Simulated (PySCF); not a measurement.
**AlCl + HF → AlF + HCl**

Level: PBE0 in the def2-TZVPD basis family, all electrons, no relativity, computed in PySCF with density fitting; open shells unrestricted.

```
species          state and structure      E (Eh)  ZPE (kJ/mol)  H(298 K) − H(0) (kJ/mol)  S° (J/(mol K))
   AlCl  singlet, C∞v, Al–Cl 2.147 Å  -702.43666           2.8                       9.3           227.9
     HF    singlet, C∞v, H–F 0.921 Å  -100.39485          24.8                       8.7           173.7
    AlF   singlet, C∞v, Al–F 1.665 Å  -342.17463           4.7                       8.9           215.2
    HCl   singlet, C∞v, H–Cl 1.279 Å  -460.66594          17.9                       8.7           186.6
```

Q: What is the electronic reaction energy?

A: At PBE0/def2-TZVPD, ΔE = -23.8 kJ/mol from the differences of the total energies times 2625.5, downhill. Ligand exchange with HF takes part in thermal etching.

Q: Add zero-point, thermal and entropy terms for 298.15 K and 1 bar.

A: ΔZPE = -5.0 and Δ[H(298) − H(0)] = -0.4 kJ/mol give ΔH° = -29.2 kJ/mol. ΔS° = 0.2 J/(mol K), so ΔG° = -29.2 − 298.15 × (0.0002) = -29 kJ/mol and log₁₀K = 5.1.

The structures come from searches over a few start shapes, so lower isomers are not excluded.
